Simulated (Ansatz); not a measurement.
# CH7NS: the cost of one run

The runs use Ansatz 0.2.0, Gaussian basis; SPW92/6-31G.

### 1 The starting structure

The start, a pair relaxed at PBE0-D4: SMILES `N.CS`, 10 atoms, charge 0, spin multiplicity 1.

Atoms are counted from 1 here; the program's logs count them from 0.

Bond lengths: N1–H2 1.013 Å, N1–H3 1.012 Å, N1–H4 1.013 Å, C5–S6 1.805 Å, C5–H7 1.089 Å, C5–H8 1.091 Å, C5–H9 1.089 Å, S6–H10 1.342 Å. Angles: H2–N1–H3 107.3°, H2–N1–H4 106.7°, H3–N1–H4 107.4°, S6–C5–H7 111.4°, S6–C5–H8 104.7°, S6–C5–H9 111.3°, H7–C5–H8 109.7°, H7–C5–H9 110.3°, H8–C5–H9 109.3°, C5–S6–H10 97.9°.

Geometry (Å):

```xyz
10

N     0.0901   -0.1026   -2.0246
H     1.0025    0.3082   -2.1806
H    -0.1968   -0.5365   -2.8932
H    -0.5481    0.6635   -1.8440
C    -0.0731   -0.5366    1.3606
S     0.1094    1.2375    1.0804
H     0.7184   -0.9204    2.0033
H     0.0103   -0.9832    0.3688
H    -1.0500   -0.7727    1.7811
H    -0.0625    1.6426    2.3484
```

### 2 The run

md/in.yaml reads:

```yaml
crystal:
  periodic: [false, false, false]
  atoms:
    - {symbol: N, position_ang: [0.090063, -0.102614, -2.024554]}
    - {symbol: H, position_ang: [1.002525, 0.308226, -2.180623]}
    - {symbol: H, position_ang: [-0.196795, -0.536461, -2.893230]}
    - {symbol: H, position_ang: [-0.548128, 0.663540, -1.843990]}
    - {symbol: C, position_ang: [-0.073138, -0.536572, 1.360633]}
    - {symbol: S, position_ang: [0.109411, 1.237501, 1.080373]}
    - {symbol: H, position_ang: [0.718362, -0.920423, 2.003261]}
    - {symbol: H, position_ang: [0.010252, -0.983192, 0.368821]}
    - {symbol: H, position_ang: [-1.050028, -0.772690, 1.781054]}
    - {symbol: H, position_ang: [-0.062526, 1.642586, 2.348357]}
basis:
  gaussian: {orbitals: 6-31G}
hamiltonian: {xc: lda}
md: {n_steps: 40, timestep: 1.0, temperature: 300, ensemble: nve, seed: 95, initial_velocities: maxwell_boltzmann}
```

On the command line:

```sh
$ ansatz run in.yaml --threads 4 --pin off --events-out ev --progress --plain --max-ram 9574MiB
```

**Question.** How long does this run take on 4 threads of Arm Neoverse V1, shared host?

About 19 s.
